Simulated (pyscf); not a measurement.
Four-centre exchange: `[GaH2][AsH2]` + `[SiH4]` → `[SiH3][GaH][AsH2]` + `[H][H]`

Gas phase, singlet surface, charge 0. Bonds broken: Ga2–H5, Si7–H8. Bonds formed: Ga2–Si7, H5–H8. Structures and frequencies: ωB97X-D3(BJ)/def2-SVP in PySCF.

Transition state (Å):

```xyz
11

As    -2.6863    -1.3686     0.4992
Ga    -2.0143     0.9240     0.3457
H     -1.5045    -1.7420     1.3810
H     -1.9404    -1.7238    -0.7760
H     -2.0993     1.3596    -1.3076
H     -2.2291     2.2224     1.1637
Si     0.5269     0.7053     0.0356
H     -1.0146     1.2155    -0.9731
H      1.3575     1.8937    -0.3219
H      0.9235    -0.4522    -0.8188
H      0.8102     0.3565     1.4606
```

One imaginary mode, 1342i cm⁻¹; descent along it reached the two sides named, in the forms told below.

```json
[
 {"bond": "Ga2–H5", "change": "breaks", "reactant side (Å)": "1.568", "saddle": "1.712", "product side": "2.494"},
 {"bond": "Si7–H8", "change": "breaks", "reactant side (Å)": "1.507", "saddle": "1.912", "product side": "3.2"},
 {"bond": "Ga2–Si7", "change": "forms", "reactant side (Å)": "3.2", "saddle": "2.569", "product side": "2.396"},
 {"bond": "H5–H8", "change": "forms", "reactant side (Å)": "2.542", "saddle": "1.144", "product side": "0.765"}
]
```

Electronic energies relative to the separated reactants (kJ/mol):

```json
[
 {"level": "ωB97X-D3(BJ)/def2-TZVP", "barrier": "109.6", "reaction energy": "-12.3", "reverse barrier": "121.9"},
 {"level": "PBE/def2-TZVP", "barrier": "88.9", "reaction energy": "-8.5", "reverse barrier": "97.4"},
 {"level": "r²SCAN/def2-TZVP", "barrier": "93.1", "reaction energy": "-4.9", "reverse barrier": "98.0"},
 {"level": "B3LYP-D3(BJ)/def2-TZVP", "barrier": "116.7", "reaction energy": "-1.5", "reverse barrier": "118.2"},
 {"level": "PBE0-D3(BJ)/def2-TZVP", "barrier": "94.3", "reaction energy": "-7.3", "reverse barrier": "101.5"},
 {"level": "M06-2X/def2-TZVP", "barrier": "125.3", "reaction energy": "-0.6", "reverse barrier": "125.9"},
 {"level": "ωB97M-D3(BJ)/def2-TZVP", "barrier": "126.5", "reaction energy": "+6.6", "reverse barrier": "119.9"},
 {"level": "HF/def2-TZVP", "barrier": "223.1", "reaction energy": "+31.9", "reverse barrier": "191.2"}
]
```

With ωB97M-D3(BJ)/def2-TZVP energies and thermal terms (ideal gas, 1 atm, RRHO with modes under 100 cm⁻¹ raised to 100, one conformer, R ln 2 for chiral ones without a mode under 150 cm⁻¹), in kJ/mol:

| T (K) | ΔH‡ | ΔG‡ | ΔH | ΔG |
|---|---|---|---|---|
| 298 | 125.7 | 166.5 | +3.6 | +7.4 |
| 600 | 127.7 | 207.2 | +9.6 | +8.6 |
| 900 | 130.6 | 246.3 | +13.3 | +7.2 |
| 1200 | 133.6 | 284.4 | +15.5 | +4.8 |

On the reactant side the descent ends in a complex, 26.6 kJ/mol under the separated species and 136.2 kJ/mol under the saddle at ωB97X-D3(BJ)/def2-TZVP. At the saddle there is also a short Ga–H contact that neither side keeps. One saddle was located; it need not be the lowest between these sides. Elements up to Kr have no core potential and no relativistic terms here.
